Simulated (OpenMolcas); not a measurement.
# How basis sets differ on NH (imidogen)

NH: 2 atoms, total charge 0, spin state triplet. As SMILES, `[NH]`. The bond length is the measured one.

```xyz
2

N     0.0000    0.0000    0.0000
H     0.0000    0.0000    1.0362
```

Each level gives the energy change with the N1–H2 bond stretched from 1.036 to 1.140 Å (eV). The values are calculated.

```tsv
level	kind	program	value (eV)	CPU time (all runs)
USlater/cc-pVDZ	LDA	OpenMolcas	-0.02	4.8 s
USlater/aug-cc-pVDZ	LDA	OpenMolcas	0.01	5.5 s
USlater/cc-pVTZ	LDA	OpenMolcas	0.03	5.6 s
USlater/aug-cc-pVTZ	LDA	OpenMolcas	0.03	7.9 s
USlater/cc-pVQZ	LDA	OpenMolcas	0.03	11 s
USlater/aug-cc-pVQZ	LDA	OpenMolcas	0.04	27 s
```

The first shape isn't each level's own minimum. The values span -0.02 to 0.04 eV. Times are those of the runs behind each value, whatever else they computed, on shared processors of several kinds: orders of magnitude only.
